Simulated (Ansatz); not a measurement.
B20 (FeSi-type) FeSi, treated with PBEsol (Ansatz, an electronic-structure program, plane waves, PAW).

Run with plane-wave cutoff 520 eV, 8×8×8 k mesh, no spin polarisation, scalar-relativistic PAW data made under PBE.

Cell (relaxed at this level):

```cif
data_Fe4Si4
_chemical_formula_sum 'Fe4 Si4'
_space_group_name_H-M_alt 'P 1'
_space_group_IT_number 1
_cell_length_a 4.40341
_cell_length_b 4.40341
_cell_length_c 4.40341
_cell_angle_alpha 90.000
_cell_angle_beta 90.000
_cell_angle_gamma 90.000
loop_
_space_group_symop_operation_xyz
  'x, y, z'
loop_
_atom_site_label
_atom_site_type_symbol
_atom_site_fract_x
_atom_site_fract_y
_atom_site_fract_z
_atom_site_occupancy
Fe1 Fe 0.86314 0.63686 0.36314 1
Fe2 Fe 0.36314 0.86314 0.63686 1
Fe3 Fe 0.13686 0.13686 0.13686 1
Fe4 Fe 0.63686 0.36314 0.86314 1
Si1 Si 0.15901 0.34099 0.65901 1
Si2 Si 0.65901 0.15901 0.34099 1
Si3 Si 0.84099 0.84099 0.84099 1
Si4 Si 0.34099 0.65901 0.15901 1
```

Problem. What does this level give for the Young modulus, elastic constant C11, elastic constant C12 and elastic constant C44?

Solution. 
- Young modulus = 379 GPa
- elastic constant C11 = 421 GPa
- elastic constant C12 = 148 GPa
- elastic constant C44 = 166 GPa

Measured, for comparison: elastic constant C11 317 GPa, elastic constant C12 113 GPa, elastic constant C44 125 GPa (temperature not stated, no zero-point or thermal correction; as tabulated in S\"ule et al. (2014), arXiv:1401.1310). Computed (rounded) less measured: elastic constant C11 +33 %, elastic constant C12 +31 %, elastic constant C44 +33 %.

Elastic constants are with the ions relaxed.

Static lattice: no zero-point or thermal effects.

It cost about 50 core-minutes (a rough figure) of CPU time.
